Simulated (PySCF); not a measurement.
Write Cartesian coordinates for `C([C@H](C)F)CF` as optimised with PBE0-D3(BJ)/def2-SVP.

```xyz
14
C4H8F2 angstrom
C     -1.4602    0.1974   -0.8558
C     -0.7370   -0.0573    0.4439
F     -1.1833    0.8601    1.3848
C      0.7705    0.0680    0.3459
C      1.4633   -0.1975    1.6613
F      1.2252   -1.4915    2.0659
H     -2.5470    0.1230   -0.7075
H     -1.1639   -0.5377   -1.6183
H     -1.2312    1.2063   -1.2317
H     -0.9861   -1.0592    0.8349
H      1.0271    1.0855    0.0046
H      1.1440   -0.6366   -0.4149
H      1.0791    0.4849    2.4370
H      2.5531   -0.0547    1.5703
```

Orientation and origin are arbitrary. Atoms count from 1 in this order. Of the pairs four or more bonds apart, F3···H13 is among the closest relative to their van der Waals radii: 2.52 Å, 95 % of the sum of Bondi's values.

Bonds between heavy atoms (Å): C1–C2 1.509, C2–F3 1.388, C2–C4 1.516, C4–C5 1.510, C5–F6 1.377.

Method used: PySCF, PBE0-D3(BJ)/def2-SVP geometry optimisation, gas phase.

Point group: C1 (no symmetry element, even within 0.4 Å). No PBE0-D3(BJ)/def2-SVP frequencies stand behind this structure, so it isn't proved a minimum. The numbers are those of one conformer (C1–C2–C4–C5 180°, C2–C4–C5–F6 62°).
